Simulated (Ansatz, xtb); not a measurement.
Two isomers of C4H6FN

Structure a is `C[C@@H](F)CC#N`, a singlet and structure b is `CC[C@@H](F)C#N`, a singlet. Both are isolated molecules in the gas phase, relaxed with r2SCAN-D4/def2-SVP, each in the lowest conformer that the search found.

Task: Estimate which is lower in electronic energy at CCSD(T)/def2-SVP + ΔMP2/def2-TZVPP, and by roughly how much.

Result: The CCSD(T)/def2-SVP + ΔMP2/def2-TZVPP calculation puts structure a lower, by 6.1 kcal/mol.

How the difference moves with the method:

```
                             level            geometry  E(b) − E(a) (kcal/mol)  departure from the last row (kcal/mol)  job, with rough time for the two
                          GFN2-xTB            GFN2-xTB                      +6.7                                    +0.6             optimisation, 0.096 s
                         HF/STO-3G            GFN2-xTB                      +2.8                                    −3.3              single point, 0.34 s
      r2SCAN-D4/def2-SVP//GFN2-xTB            GFN2-xTB                      +6.2                                    +0.1               single point, 4.6 s
                r2SCAN-D4/def2-SVP  r2SCAN-D4/def2-SVP                      +6.2                                    +0.1                optimisation, 36 s
                       HF/def2-SVP  r2SCAN-D4/def2-SVP                      +6.7                                    +0.6           part of the CCSD(T) run
                      MP2/def2-SVP  r2SCAN-D4/def2-SVP                      +5.5                                    −0.7           part of the CCSD(T) run
                  CCSD(T)/def2-SVP  r2SCAN-D4/def2-SVP                      +5.3                                    −0.8                      single point
CCSD(T)/def2-SVP + ΔMP2/def2-TZVPP  r2SCAN-D4/def2-SVP                      +6.1                                                        single point, 52 s
```

As drawn, both hold the same kinds of bond in the same numbers.

The levels shown agree on the order. The largest departure from CCSD(T)/def2-SVP + ΔMP2/def2-TZVPP is that of HF/STO-3G, 3.3 kcal/mol. The last row adds to CCSD(T) the change of the MP2 difference between the two basis sets, here +0.8 kcal/mol.

With thermal terms from frequencies at re-optimised GFN2-xTB minima (ideal gas, soft modes damped towards free rotors, one conformer each, 298.15 K, 1 atm): on the last row, ΔE + ΔZPE = +6.3, ΔH = +6.3, ΔG = +6.4 kcal/mol.

The correlated steps freeze 6 core orbitals. Run with Ansatz 0.2.0, xtb 6.7.1; the last row on 2 threads of Arm Neoverse V2 on a shared host.
